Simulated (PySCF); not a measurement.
**Basis-set dependence of population analyses: `ClC(Cl)[C@H]1CO1`**

Compound: C₃H₄Cl₂O.
Z-matrix (Å and degrees, PBE0-D3(BJ)/def2-SVP geometry), rows numbered from 1:
```
Cl
C   1  1.7810
Cl  2  1.7703  1  111.62
C   2  1.5106  1  108.25  3  -124.89
C   4  1.4587  2  123.33  1    95.96
O   4  1.3972  2  117.38  1   165.75
H   2  1.0973  1  106.81  3   115.92
H   4  1.0997  2  111.63  1   -56.63
H   5  1.0967  4  118.86  6   104.02
H   5  1.0956  4  119.21  6  -103.34
```

PBE0 throughout (PySCF), one geometry, spherical d and f functions. The structure is a single PBE0-D3(BJ)/def2-SVP conformer in the gas phase; no vibrational or solvent corrections. The first 7 of 10 kinds of atom are listed.

Mulliken charges (e):

```
        basis  functions     Cl1      C2     Cl3      C4      C5      O6      H7
       STO-3G         42  -0.105  -0.023  -0.094  +0.004  -0.086  -0.166  +0.147
        6-31G         70  +0.097  -0.661  +0.126  +0.084  -0.128  -0.443  +0.295
     pcSseg-0         70  +0.057  -0.686  +0.092  +0.077  -0.105  -0.592  +0.370
       6-31G*        100  +0.007  -0.426  +0.022  +0.086  -0.147  -0.426  +0.277
     def2-SVP        112  -0.104  +0.017  -0.089  +0.018  +0.143  -0.319  +0.131
      cc-pVDZ        112  -0.050  -0.152  -0.036  +0.055  +0.114  -0.251  +0.138
     pcSseg-1        136  -0.062  -0.181  -0.054  +0.002  +0.042  -0.393  +0.212
  aug-cc-pVDZ        182  +0.003  -0.636  -0.004  +1.439  +0.883  -0.637  +0.073
6-311+G(2d,p)        202  -0.127  +0.138  -0.041  +0.048  -0.358  -0.278  +0.197
    def2-TZVP        222  -0.107  +0.036  -0.091  -0.024  -0.061  -0.296  +0.156
      cc-pVTZ        244  -0.107  +0.008  -0.094  +0.014  -0.035  -0.256  +0.150
     IGLO-III        268  +0.033  -0.267  +0.052  +0.100  -0.112  -0.258  +0.136
```

IAO charges (e):

```json
{"basis": "STO-3G", "functions": "42", "Cl1": "-0.035", "C2": "-0.170", "Cl3": "-0.024", "C4": "-0.039", "C5": "-0.149", "O6": "-0.192", "H7": "+0.173"}
{"basis": "6-31G", "functions": "70", "Cl1": "-0.064", "C2": "-0.142", "Cl3": "-0.044", "C4": "+0.026", "C5": "-0.113", "O6": "-0.365", "H7": "+0.203"}
{"basis": "pcSseg-0", "functions": "70", "Cl1": "-0.055", "C2": "-0.160", "Cl3": "-0.038", "C4": "+0.027", "C5": "-0.098", "O6": "-0.369", "H7": "+0.205"}
{"basis": "6-31G*", "functions": "100", "Cl1": "-0.069", "C2": "-0.118", "Cl3": "-0.050", "C4": "+0.053", "C5": "-0.082", "O6": "-0.380", "H7": "+0.188"}
{"basis": "def2-SVP", "functions": "112", "Cl1": "-0.067", "C2": "-0.106", "Cl3": "-0.050", "C4": "+0.057", "C5": "-0.076", "O6": "-0.382", "H7": "+0.181"}
{"basis": "cc-pVDZ", "functions": "112", "Cl1": "-0.072", "C2": "-0.106", "Cl3": "-0.054", "C4": "+0.052", "C5": "-0.085", "O6": "-0.375", "H7": "+0.186"}
{"basis": "pcSseg-1", "functions": "136", "Cl1": "-0.071", "C2": "-0.111", "Cl3": "-0.052", "C4": "+0.053", "C5": "-0.081", "O6": "-0.386", "H7": "+0.188"}
{"basis": "aug-cc-pVDZ", "functions": "182", "Cl1": "-0.075", "C2": "-0.102", "Cl3": "-0.057", "C4": "+0.054", "C5": "-0.087", "O6": "-0.397", "H7": "+0.190"}
{"basis": "6-311+G(2d,p)", "functions": "202", "Cl1": "-0.070", "C2": "-0.110", "Cl3": "-0.052", "C4": "+0.054", "C5": "-0.087", "O6": "-0.399", "H7": "+0.191"}
{"basis": "def2-TZVP", "functions": "222", "Cl1": "-0.069", "C2": "-0.111", "Cl3": "-0.051", "C4": "+0.056", "C5": "-0.086", "O6": "-0.398", "H7": "+0.189"}
{"basis": "cc-pVTZ", "functions": "244", "Cl1": "-0.071", "C2": "-0.107", "Cl3": "-0.053", "C4": "+0.055", "C5": "-0.087", "O6": "-0.394", "H7": "+0.189"}
{"basis": "IGLO-III", "functions": "268", "Cl1": "-0.066", "C2": "-0.115", "Cl3": "-0.049", "C4": "+0.055", "C5": "-0.087", "O6": "-0.400", "H7": "+0.190"}
```

Hirshfeld charges (e):

```csv
basis,functions,Cl1,C2,Cl3,C4,C5,O6,H7
STO-3G,42,-0.149,+0.180,-0.137,+0.042,+0.021,-0.112,+0.051
6-31G,70,-0.070,+0.050,-0.047,+0.017,-0.006,-0.174,+0.063
pcSseg-0,70,-0.057,+0.044,-0.029,+0.010,-0.010,-0.162,+0.051
6-31G*,100,-0.077,+0.057,-0.054,+0.019,-0.006,-0.161,+0.064
def2-SVP,112,-0.048,+0.037,-0.023,+0.005,-0.019,-0.153,+0.054
cc-pVDZ,112,-0.056,+0.038,-0.033,+0.007,-0.018,-0.141,+0.056
pcSseg-1,136,-0.049,+0.033,-0.026,+0.005,-0.017,-0.157,+0.056
aug-cc-pVDZ,182,-0.037,+0.016,-0.015,-0.007,-0.026,-0.155,+0.059
"6-311+G(2d,p)",202,-0.038,+0.013,-0.015,-0.005,-0.021,-0.159,+0.060
def2-TZVP,222,-0.043,+0.020,-0.020,-0.002,-0.023,-0.155,+0.060
cc-pVTZ,244,-0.046,+0.023,-0.024,0.000,-0.023,-0.150,+0.060
IGLO-III,268,-0.029,+0.013,-0.005,-0.009,-0.028,-0.158,+0.056
```

ESP-fitted charges (e):

```tsv
basis	functions	Cl1	C2	Cl3	C4	C5	O6	H7
STO-3G	42	-0.154	+0.040	-0.123	+0.002	-0.133	-0.148	+0.165
6-31G	70	-0.087	-0.304	-0.043	+0.101	-0.099	-0.311	+0.299
pcSseg-0	70	-0.110	-0.211	-0.059	+0.089	-0.128	-0.331	+0.269
6-31G*	100	-0.031	-0.492	+0.003	+0.181	-0.171	-0.243	+0.330
def2-SVP	112	-0.023	-0.473	+0.015	+0.176	-0.134	-0.254	+0.313
cc-pVDZ	112	-0.018	-0.524	+0.017	+0.202	-0.153	-0.233	+0.327
pcSseg-1	136	-0.025	-0.516	+0.010	+0.196	-0.148	-0.263	+0.335
aug-cc-pVDZ	182	-0.008	-0.586	+0.029	+0.185	-0.174	-0.233	+0.359
6-311+G(2d,p)	202	+0.001	-0.623	+0.037	+0.206	-0.193	-0.239	+0.368
def2-TZVP	222	-0.010	-0.560	+0.026	+0.194	-0.181	-0.236	+0.345
cc-pVTZ	244	-0.017	-0.528	+0.018	+0.180	-0.179	-0.230	+0.335
IGLO-III	268	+0.028	-0.708	+0.062	+0.236	-0.189	-0.237	+0.386
```

Which scheme is steadiest as the basis changes?

Largest range over the bases for any column: Hirshfeld 0.17 e, IAO 0.21 e, ESP-fitted 0.75 e, Mulliken 1.46 e. Hirshfeld charges move least and Mulliken charges most, counted in e. Without the minimal STO-3G basis the ranges are Hirshfeld 0.05, IAO 0.06, ESP-fitted 0.50, Mulliken 1.46 e.

How much do the charges still move between the two largest bases, cc-pVTZ and IGLO-III?

At most, over all atoms: Mulliken 0.276 e, IAO 0.008 e, Hirshfeld 0.019 e, ESP-fitted 0.180 e.

What do the same runs give for the total energy, the frontier levels and the dipole moment?

```tsv
basis	energy (Eh)	HOMO (eV)	LUMO (eV)	μ (D)
STO-3G	-1099.3667	-5.52	2.91	1.72
6-31G	-1111.6284	-8.24	-0.04	1.72
pcSseg-0	-1110.2475	-8.43	0.04	1.78
6-31G*	-1111.7383	-8.15	-0.01	1.49
def2-SVP	-1111.3483	-8.15	0.47	1.34
cc-pVDZ	-1111.8023	-8.12	0.14	1.39
pcSseg-1	-1111.7194	-8.34	-0.10	1.50
aug-cc-pVDZ	-1111.8230	-8.35	-0.33	1.40
6-311+G(2d,p)	-1111.8630	-8.36	-0.39	1.41
def2-TZVP	-1111.8834	-8.31	-0.09	1.37
cc-pVTZ	-1111.8906	-8.29	-0.08	1.38
IGLO-III	-1111.8772	-8.28	-0.09	1.31
```

The dipole is fixed by the density alone, so its range of 0.47 D shows that the density itself changes with the basis, not only its division among atoms.
